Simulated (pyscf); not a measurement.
**Four-centre exchange: AsH (SMILES [AsH]) [triplet] + H₂O (SMILES O) → HO–As: (SMILES O[As]) [triplet] + H₂ (SMILES [H][H])**

Gas phase, triplet surface, charge 0. Bonds broken: As1–H2, O3–H4. Bonds formed: As1–O3, H2–H4. Structures and frequencies: ωB97X-D3(BJ)/def2-SVP in PySCF.

Transition state (Å):

```xyz
5

As     0.1543     0.3388     0.2666
H     -1.5361     0.2573     1.2747
O     -1.3821    -0.6390    -0.6352
H     -1.8184    -0.3458     0.4322
H     -1.1980    -1.5804    -0.7918
```

One imaginary mode, 1799i cm⁻¹; descent along it reached the two sides named.

```csv
bond,change,reactant side (Å),saddle,product side
As1–H2,breaks,1.529,1.970,4.2
O3–H4,breaks,0.965,1.190,2.465
As1–O3,forms,3.1,2.032,1.790
H2–H4,forms,3.0,1.074,0.761
```

Electronic energies relative to the separated reactants (kJ/mol):

```json
[
 {"level": "ωB97X-D3(BJ)/def2-TZVP", "barrier": "216.0", "reaction energy": "+13.7", "reverse barrier": "202.4"},
 {"level": "PBE/def2-TZVP", "barrier": "173.3", "reaction energy": "+9.6", "reverse barrier": "163.6"},
 {"level": "r²SCAN/def2-TZVP", "barrier": "196.7", "reaction energy": "+14.3", "reverse barrier": "182.5"},
 {"level": "B3LYP-D3(BJ)/def2-TZVP", "barrier": "202.2", "reaction energy": "+12.4", "reverse barrier": "189.8"},
 {"level": "PBE0-D3(BJ)/def2-TZVP", "barrier": "203.3", "reaction energy": "+22.8", "reverse barrier": "180.6"},
 {"level": "M06-2X/def2-TZVP", "barrier": "224.8", "reaction energy": "+17.8", "reverse barrier": "207.0"},
 {"level": "ωB97M-D3(BJ)/def2-TZVP", "barrier": "220.3", "reaction energy": "+22.2", "reverse barrier": "198.1"},
 {"level": "HF/def2-TZVP", "barrier": "321.1", "reaction energy": "+46.6", "reverse barrier": "274.5"}
]
```

With ωB97M-D3(BJ)/def2-TZVP energies and thermal terms (ideal gas, 1 atm, RRHO with modes under 100 cm⁻¹ raised to 100, one conformer, R ln 2 for chiral ones without a mode under 150 cm⁻¹), in kJ/mol:

```json
[
 {"T (K)": "298", "ΔH‡": "208.2", "ΔG‡": "243.5", "ΔH": "+11.7", "ΔG": "+15.0"},
 {"T (K)": "600", "ΔH‡": "207.6", "ΔG‡": "279.8", "ΔH": "+14.1", "ΔG": "+17.4"},
 {"T (K)": "900", "ΔH‡": "209.7", "ΔG‡": "315.4", "ΔH": "+16.4", "ΔG": "+18.6"},
 {"T (K)": "1200", "ΔH‡": "212.4", "ΔG‡": "350.3", "ΔH": "+17.9", "ΔG": "+19.1"}
]
```

One saddle was located; it need not be the lowest between these sides. Elements up to Kr have no core potential and no relativistic terms here.
